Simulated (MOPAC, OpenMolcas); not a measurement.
# How methods differ on SiNH4F (SMILES N[SiH2]F)

SiNH4F: 7 atoms, total charge 0, spin state singlet. As SMILES, `N[SiH2]F`. The coordinates come from a PBE0-D4/def2-TZVP relaxation. This is one conformer, not always the lowest.

Quantity: the HOMO–LUMO gap, in eV. The values are calculated.

| level | kind | program | value (eV) |
| --- | --- | --- | --- |
| PM6 | semi-empirical | MOPAC | 11.19 |
| HF/aug-cc-pVDZ | Hartree–Fock | OpenMolcas | 12.71 |
| SVWN5/aug-cc-pVDZ | LDA | OpenMolcas | 5.95 |
| BLYP/aug-cc-pVDZ | GGA | OpenMolcas | 5.68 |
| revPBE/aug-cc-pVDZ | GGA | OpenMolcas | 5.75 |
| M06-L/aug-cc-pVDZ | meta-GGA | OpenMolcas | 6.49 |
| B3LYP/aug-cc-pVDZ | global hybrid | OpenMolcas | 7.35 |
| BHLYP/aug-cc-pVDZ | global hybrid | OpenMolcas | 9.59 |
| B2PLYP/aug-cc-pVDZ | double hybrid | OpenMolcas | 9.68 |

The values span 5.68 to 12.71 eV. Orbital gaps aren't excitation energies, and those of double hybrids come from the SCF part alone; they tend to grow with the share of exact exchange.
